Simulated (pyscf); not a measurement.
A first-order saddle from PySCF, ωB97X-D3(BJ)/def2-SVP:

```
B
N 1 1.4762
H 2 1.0156 1 113.40
H 2 1.0156 3 108.61 1 132.35
H 1 1.2085 2 120.95 3 -46.83
H 1 1.2791 5 116.29 2 170.93
H 6 1.0592 1 68.48 5 -82.73
C 6 1.4642 7 149.07 1 -15.08
H 8 1.0983 6 140.03 7 21.62
H 8 1.1013 9 108.27 1 120.74
H 8 1.1032 9 107.30 10 118.10
```

Surface: singlet, charge 0. Lowest wavenumbers (cm⁻¹): 1248i, 151, 169, 307, 560.

Task: What reaction is this the transition state of?

Result: H₂B–NH₂ (SMILES BN) + CH₄ (SMILES C) ⇌ H₃C–BH–NH₂ (SMILES CBN) + H₂ (SMILES [H][H]), a four-centre exchange read from left to right: B–H, C–H broken and B–C, H–H formed. At ωB97M-D3(BJ)/def2-TZVP it lies +53.3 kcal/mol from the left side and +47.5 kcal/mol from the right (each side as separated species at their lowest minima found). At the saddle there is also a short B–H contact that neither side keeps. This is the saddle that the search found; another between the same sides may lie lower.
